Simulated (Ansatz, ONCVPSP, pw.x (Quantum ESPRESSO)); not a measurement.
**Nb: one change to the ONCV potential, in the atom and in the fcc crystal**

| Quantity | Value |
| --- | --- |
| Element | Nb (Z = 41) |
| Generator | ONCVPSP 4.0.1.1 (patched build) |
| Type | optimised norm-conserving Vanderbilt (ONCV) |
| Functional | LDA (Perdew-Wang 92) |
| Relativity | scalar-relativistic |
| Frozen core | [Ar] 3d10 |
| Valence charge | 13 |
| Reference configuration | 4s2 4p6 4d4 5s0.75 5p0.25 |
| Partial waves | 4s+5s: rc 2.15 bohr, ncon 4, nbas 9, qcut 6.8 1/bohr, 2 projectors; 4p+5p: rc 2.30 bohr, ncon 4, nbas 9, qcut 5.5 1/bohr, 2 projectors; 4d: rc 2.15 bohr, ncon 3, nbas 8, qcut 8.9 1/bohr, local |
| Local potential | the d channel |
| Core correction | Teter function, fcfact 4, rcfact 1.2 |

Change: all radii but the core radius scaled by about 1.18 (s 2.54, p 2.72, d 2.54 bohr).

Cutoffs, loose and tight: the cutoffs (Ha) at which the residual kinetic energy of the hardest occupied pseudo-wave falls to 1 and 0.1 mHa per electron. They do not see the model core or the augmentation charge, which bear on the density cutoff. Test errors are all-electron minus pseudo excitation energies from the reference, over the configurations 4s2 4p6 4d4 5s1 5p0; 4s2 4p6 4d4 5s0 5p0; 4s2 4p6 4d3 5s0 5p0; 4s2 4p6 4d3 5s1 5p1; variants that change the core or the reference have their own tests.

Crystal test: fcc Nb in pw.x 7.5, no spin, 14³ k-points, Fermi–Dirac smearing 0.01 Ry, cutoffs set for each file from its atomic test. The reference is all-electron LAPW (Ansatz 0.2.0) with the same functional, mesh and smearing; V0 and B0 come from Birch–Murnaghan fits to the pressures at five volumes. Errors are pseudo minus all-electron; Δ is the rms difference of the E(V) curves that follow from these fits, minima aligned, over ±6 % about the mean V0. Mesh and smearing are coarse, so the numbers serve the comparison and aren't converged zero-temperature values; the lattice is a test structure that the element need not adopt.

All-electron: a0 = 4.141 Å (V0 = 17.75 Å³/atom), B0 = 181.7 GPa.

Does the change bring the crystal closer to the all-electron result?

The mean pressure error goes from +0.59 to +1.38 GPa, so the change moves the solid further from the all-electron pressures. At 80 % of its cutoff the pressure of the base moves by -0.88 GPa.

```json
{"quantity": "outcome (atom)", "base": "generated", "changed": "generated"}
{"quantity": "cutoff, loose (atom)", "base": "17 Ha", "changed": "16 Ha"}
{"quantity": "cutoff, tight (atom)", "base": "21 Ha", "changed": "20 Ha"}
{"quantity": "bound ghosts (atom)", "base": "none", "changed": "none"}
{"quantity": "largest test error (meV) (atom)", "base": "-1.8", "changed": "-4.7"}
{"quantity": "cutoffs in pw.x (Ry)", "base": "50/200", "changed": "50/200"}
{"quantity": "a0 (Å)", "base": "4.145", "changed": "4.151"}
{"quantity": "a0 error (%)", "base": "+0.11", "changed": "+0.24"}
{"quantity": "B0 error (%)", "base": "+0.1", "changed": "+0.1"}
{"quantity": "Δ (meV/atom)", "base": "2.2", "changed": "5.2"}
{"quantity": "mean pressure error (GPa)", "base": "+0.59", "changed": "+1.38"}
```
